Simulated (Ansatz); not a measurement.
Computed with frozen-core CCSD(T)/cc-pVTZ // B3LYP-D3(BJ)/def2-TZVP (Ansatz, a quantum-chemistry and plane-wave program).

Ansatz 0.2 input:
```yaml
crystal:
  periodic: [false, false, false]
  atoms:
    - { symbol: Si, position_ang: [0.000054, -0.000928, 0.341225] }
    - { symbol: H, position_ang: [-0.172049, 1.401045, -0.109926] }
    - { symbol: H, position_ang: [-1.127086, -0.849043, -0.115865] }
    - { symbol: H, position_ang: [1.299083, -0.551074, -0.115434] }
basis:
  gaussian: { orbitals: cc-pVTZ }
correlation:
  method: ccsd_t
magnetization:
  spin_polarized: true
  initial_magnetization: 1
```

Output:

```
Functional definition: HF
429 factors; integrals over basis functions are off by at most 8.1e-4 eV
mean field evaluation 1: about -7907.9931 eV, gradient 7.2e0 eV
mean field evaluation 2: about -7907.9964 eV, gradient 7.2e0 eV
mean field evaluation 4: about -7908.7184 eV, gradient 6.2e-1 eV
mean field evaluation 8: about -7908.7269 eV, gradient 1.8e-3 eV
mean field evaluation 16: about -7908.7269 eV, gradient 5.8e-6 eV
mean field -7908.72692417 eV, -290.6403537357 hartree, gradient 5.8e-6 eV, S^2 0.754961; 0 other end points of the search recorded, 0 dependent functions left out
5 core orbitals not correlated
reference -7908.72692417 eV, -290.6403537357 hartree; 4, 3 occupied and 67, 68 virtual orbitals, 429 factors
second order -3.17004989 eV of doubles, -0.00000000 eV of singles
cycle   1  -3.67799847 eV  change   -5.1e-1 eV  update   5.4e-2
cycle   2  -3.87512306 eV  change   -2.0e-1 eV  update   2.1e-2
cycle   3  -3.88264036 eV  change   -7.5e-3 eV  update   5.8e-3
cycle   4  -3.88207497 eV  change    5.7e-4 eV  update   1.9e-3
cycle   5  -3.88167854 eV  change    4.0e-4 eV  update   7.5e-4
cycle   6  -3.88176111 eV  change   -8.3e-5 eV  update   2.5e-4
cycle   7  -3.88184636 eV  change   -8.5e-5 eV  update   7.5e-5
cycle   8  -3.88184701 eV  change   -6.5e-7 eV  update   2.2e-5
cycle   9  -3.88184067 eV  change    6.3e-6 eV  update   6.8e-6
perturbative correction -0.09523144 eV, -0.0034996907 hartree
Total energy: -7912.70399628 eV, -290.7865084400 hartree
```

Cost: roughly 1.4 core-seconds.
